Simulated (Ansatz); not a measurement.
# H₃S+ (singlet): the correlation ladder at a displaced geometry (v2), cc-pVTZ

Aim: climb from Hartree-Fock through coupled cluster and multireference methods for H₃S+ (singlet) at one geometry and basis, and see what each rung misses.

Method: cc-pVTZ, core rule «outside noble gas», up to 5 orbitals frozen; program: Ansatz 0.2.0, Gaussian basis.

To be run: UHF; CCSD(T) on RHF; BCCD(T) on RHF; CCSDT(Q) on RHF; CASSCF and NEVPT2, 8 electrons in 7 orbitals.

## 1. What is computed

The geometry is a PBE0/def2-TZVP stationary point (not a proven minimum) with its atoms shifted at random (size 0.100 Å).

4 atoms, charge 1, spin multiplicity 1.

Atoms are counted from 1 here; the program's logs count them from 0.

Bond lengths: S1–H2 1.229 Å, S1–H3 1.383 Å, S1–H4 1.430 Å. Angles: H2–S1–H3 93.5°, H2–S1–H4 91.0°, H3–S1–H4 93.3°.

In the tables R marks a restricted determinant and U an unrestricted one; 'valence' is the active space of 8 electrons in 7 orbitals; correlation energies count from the lowest restricted Hartree-Fock solution.

## 2. UHF

Input file in.yaml:

```yaml
crystal:
  periodic: [false, false, false]
  atoms:
    - {symbol: S, position_ang: [0.007788, 0.002735, -0.063510]}
    - {symbol: H, position_ang: [0.985968, 0.023263, 0.679639]}
    - {symbol: H, position_ang: [-0.669013, 0.966140, 0.661317]}
    - {symbol: H, position_ang: [-0.564724, -1.076417, 0.679451]}
basis:
  gaussian: {orbitals: cc-pVTZ}
total_charge: 1
magnetization: {spin_polarized: true, initial_magnetization: 0}
hamiltonian: {xc: hf}
output: {orbitals: {seedname: orbitals}}
```

Command:

```
$ ansatz run in.yaml --threads 1 --pin off --events-out ev --progress --plain --max-ram 2393MiB
```

After this run come: CCSD(T) on RHF; BCCD(T) on RHF; CCSDT(Q) on RHF; CASSCF and NEVPT2, 8 electrons in 7 orbitals.

**Question.** What will the summary of the whole plan be? Wanted: correlation energy, RCCSDT(Q); RMP2 from RCCSDT(Q); RCCSD from RCCSDT(Q); RCCSD(T) from RCCSDT(Q); NEVPT2 valence from RCCSDT(Q); T1 diagnostic; effectively unpaired electrons.

As calculated:

| quantity | value |
| --- | --- |
| correlation energy, RCCSDT(Q) | -6.0762 eV |
| RMP2 from RCCSDT(Q) | +959.4 meV |
| RCCSD from RCCSDT(Q) | +225.1 meV |
| RCCSD(T) from RCCSDT(Q) | +27.7 meV |
| NEVPT2 valence from RCCSDT(Q) | +1001.1 meV |
| levels of the table within 1 kcal/mol (43 meV) | RCCSD(T), BCCD(T), RCCSDT |
| T1 diagnostic | 0.011 |
| effectively unpaired electrons | 0.02 |

**Reading.** RCCSD(T) misses by +27.7 meV, 0.5 % of the correlation energy. One determinant dominates. These misses are within one basis, not against nature.
